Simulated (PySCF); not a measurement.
Computed spin Hamiltonian

C₂H₇Si (doublet state).
SMILES with atom numbers: `[CH3:1][CH2:2][SiH2:3]` (hydrogens: H4, H5, H6 on C1; H7, H8 on C2; H9, H10 on Si3)

Geometry (GFN2-xTB, Å), atoms numbered from 1 in this order:
```xyz
10
C2H7Si angstrom
C     -0.966    0.650    0.059
C     -0.218   -0.657    0.313
Si     1.582   -0.572   -0.286
H     -1.996    0.585    0.408
H     -0.485    1.476    0.580
H     -0.983    0.884   -1.003
H     -0.248   -0.882    1.381
H     -0.744   -1.470   -0.192
H      1.693   -0.414   -1.732
H      2.377    0.405    0.449
```

The hyperfine couplings belong to this conformer and change with its torsions.

Method used: PySCF 2.14.0, UKS B3LYP, pcH-1 on C H Si, non-relativistic, mean-field spin-orbit, GIAO. Isolated species at its GFN2-xTB geometry (one conformer only). A GFN2-xTB geometry isn't a minimum of the functional, and hyperfine couplings can be far from their values at a DFT geometry, by a factor of two or more for some ions and for spin on atoms past the first row. The SCF solution wasn't tested for stability.

```json
{
 "g1, g2, g3": "2.00212, 2.00397, 2.00429",
 "g_iso": "2.00346",
 "Form of g": "close to axial: the two nearest values differ by 15 % of g3 − g1",
 "⟨S²⟩": "0.7516 (exact 0.7500)",
 "α and β electrons": "17, 16"
}
```

Hyperfine couplings atom by atom, in MHz; T1 to T3 are the principal values of the dipolar part:

| atom | isotope | a_iso | of which spin–orbit | T1 | T2 | T3 | Mulliken spin population |
| --- | --- | --- | --- | --- | --- | --- | --- |
| C1 | 13C | 43.8 | 0.0 | -2.6 | -2.5 | 5.2 | 0.01 |
| C2 | 13C | 15.6 | 0.0 | -3.2 | -3.1 | 6.3 | -0.01 |
| Si3 | 29Si | -401.6 | 1.0 | -178.8 | 89.4 | 89.4 | 1.01 |
| H4 | 1H | 24.9 | 0.0 | -1.9 | -0.9 | 2.8 | 0.01 |
| H5 | 1H | 0.6 | 0.0 | -3.1 | -1.0 | 4.1 | 0.00 |
| H6 | 1H | 0.6 | 0.0 | -3.1 | -1.0 | 4.1 | 0.00 |
| H7 | 1H | 2.2 | 0.0 | -4.1 | -2.3 | 6.5 | 0.00 |
| H8 | 1H | 2.1 | 0.0 | -4.1 | -2.3 | 6.4 | 0.00 |
| H9 | 1H | 23.1 | 0.0 | -10.5 | 1.6 | 8.9 | -0.01 |
| H10 | 1H | 23.0 | 0.0 | -10.5 | 1.6 | 8.9 | -0.01 |

The largest Mulliken spin population is on Si3 (+1.01). The angles at Si3 add up to 338.4°, so it is pyramidal.

Axes: g3 points within 14° of the C2–Si3 bond.

Under fast tumbling the dipolar parts average out, and these isotropic splittings remain: 2 × 1H (H9/H10, I = 1/2, 3 lines) with 0.82 mT, 3 × 1H (H4/H5/H6, I = 1/2, 4 lines) with 0.31 mT and 2 × 1H (H7/H8, I = 1/2, 3 lines) with 0.08 mT.

Nuclei that the bonding pattern makes equivalent are averaged, as if the motion that swaps them (rotation, inversion, ring flip) were fast. The three 1H nuclei of mean +8.7 MHz run from 0.6 to 24.9 MHz in the frozen geometry.

The 13C coupling of C1 (43.8 MHz) shows only in satellite lines or after enrichment, since that isotope makes up about 1.07 % of natural carbon.

The 29Si coupling of Si3 (-401.6 MHz) shows only in satellite lines or after enrichment, since that isotope makes up about 4.7 % of natural silicon.
